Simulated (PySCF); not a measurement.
## Vibration and rotation of NO⁺

RHF-CCSD(T) constants of NO⁺, ¹Σ⁺ (singlet), closed shell (basis N def2-TZVPPD, O def2-TZVPPD; no relativity; PySCF 2.14; masses 14.0031 and 15.9949 u):

```
ωe              : 2362.3 cm⁻¹
ωexe            : 16.1 cm⁻¹
Be              : 1.9794 cm⁻¹
αe              : 0.0187 cm⁻¹
D (centrifugal) : 5.56e-06 cm⁻¹
De to N + O⁺    : 10.48 eV
```

Problem. Estimate the standard entropy (1 bar) and heat capacity of the ideal gas at 298.15 K, rigid rotor with B0 and harmonic oscillator at the fundamental.

Solution. Translation (Sackur–Tetrode, M = 30.00 u): 151.3 J/(mol K). Rotation: q = kT/(σB0) = 105 with σ = 1, 47.0. Vibration: x = hcν0/kT = 11.2, 0.00. S° = 198.3 J/(mol K); Cp = 7R/2 + 0.01 = 29.1 J/(mol K).

Measured values (Huber and Herzberg, Constants of Diatomic Molecules (1979)): ωe = 2376.42 cm⁻¹, ωexe = 16.262 cm⁻¹, Be = 1.99727 cm⁻¹, αe = 0.01889 cm⁻¹.

Correlated steps freeze 2 core orbitals. For an ion De counts to the pair picked by the measured ionisation energies or electron affinities, which need not be the lowest pair at this level. Where the molecule has an RHF reference, its open-shell atoms are computed with UHF.
